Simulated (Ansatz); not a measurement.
**Lutetium, hcp: convergence with Fermi-Dirac smearing**

Computed with Ansatz, LDA, scalar-relativistic PAW, on the relaxed cell (a = 3.382 Å, c = 5.252 Å (c/a = 1.553); spin not included). Errors count from a run at 420 eV on a Γ-centred 18×18×10 mesh with Fermi-Dirac smearing of 0.1 eV, extrapolated to zero width. Fixed here: cutoff 420 eV, mesh 11×11×6. The SCF starts from atomic densities corrected by a trained network.

| width (eV) | E(σ→0) error (meV/atom) | F error (meV/atom) | P (GPa) | SCF iterations |
| --- | --- | --- | --- | --- |
| 0.01 | -3.5 | -3.6 | -0.32 | 8 |
| 0.1 | -1.7 | -25.1 | -0.03 | 8 |
| 0.2 | -7.1 | -92.1 | 0.32 | 8 |
| 0.3 | -17.4 | -193.3 | 0.78 | 8 |
| 0.6 | -38.7 | -693.5 | 2.74 | 9 |
| 1.0 | 14.4 | -1882.7 | 5.22 | 8 |

Question: What does the run at 0.03 give (width)?

Answer: E(σ→0) error (meV/atom): -3.3; F error (meV/atom): -4.9; P (GPa): -0.24; SCF iterations: 8.
